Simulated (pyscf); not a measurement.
PySCF, gas phase, ωB97X-D3(BJ)/def2-SVP geometries.

**Question.** For the elementary gas-phase step O=Nb(=O)–F + HCl → O=Nb(=O)–Cl + HF (singlet surface; F–Nb, Cl–H broken, Cl–Nb, F–H formed), what barrier and reaction energy does ωB97X-D3(BJ)/def2-TZVP give, measured from the separated reactants?

**Answer.** ΔE‡ = -19.8 kcal/mol, ΔE = -3.4 kcal/mol. ωB97M-D3(BJ)/def2-TZVP gives -15.7 kcal/mol and -0.3 kcal/mol. Zero-point energy shifts the barrier by +0.5 kcal/mol. It is a four-centre exchange, with an imaginary mode of 385i cm⁻¹. On the reactant side the descent ends in an adduct with a Cl–Nb contact, 23.3 kcal/mol under the separated species and 3.5 kcal/mol under the saddle at ωB97X-D3(BJ)/def2-TZVP. On the product side the descent ends in an adduct with a F–Nb contact, 23.1 kcal/mol under the separated species and 6.7 kcal/mol under the saddle at ωB97X-D3(BJ)/def2-TZVP. At ωB97X-D3(BJ) the saddle lies under the separated reactants, which points to a path from their complex (located at ωB97X-D3(BJ) alone). At ωB97X-D3(BJ) the saddle lies under the separated products, which points to a path from their complex (located at ωB97X-D3(BJ) alone). What is counted as formed (Cl–Nb) is already present as a longer contact in the reactant adduct; forming that adduct is a step of its own. What is counted as broken (F–Nb) persists as a longer contact in the product adduct; parting that adduct is a step of its own. One saddle was located; it need not be the lowest between these sides. Elements past Kr carry the def2 core potentials, without spin-orbit coupling.
